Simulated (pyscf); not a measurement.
PySCF, gas phase, ωB97X-D3(BJ)/def2-SVP geometries. Correlated levels are frozen-core, on RHF or UHF. ΔMP2 is the change of the MP2 total energy from the triple- to the quadruple-zeta basis.

### Question
For the elementary gas-phase step H₃Si–SiH₃ + HF → F–SiH₃ + SiH₄ (singlet surface; Si–Si, F–H broken, F–Si, H–Si formed), what barrier and reaction energy does CCSD(T)/def2-TZVPP + ΔMP2(QZVPP) give, measured from the separated reactants?

### Answer
ΔE‡ = 38.9 kcal/mol, ΔE = -29.6 kcal/mol. Zero-point energy shifts the barrier by -0.2 kcal/mol. It is a four-centre exchange, with an imaginary mode of 1230i cm⁻¹. At the saddle there is also a short H–Si contact that neither side keeps. One saddle was located; it need not be the lowest between these sides. The CCSD(T) − MP2 part came from Ansatz, without density fitting, on the same reference.
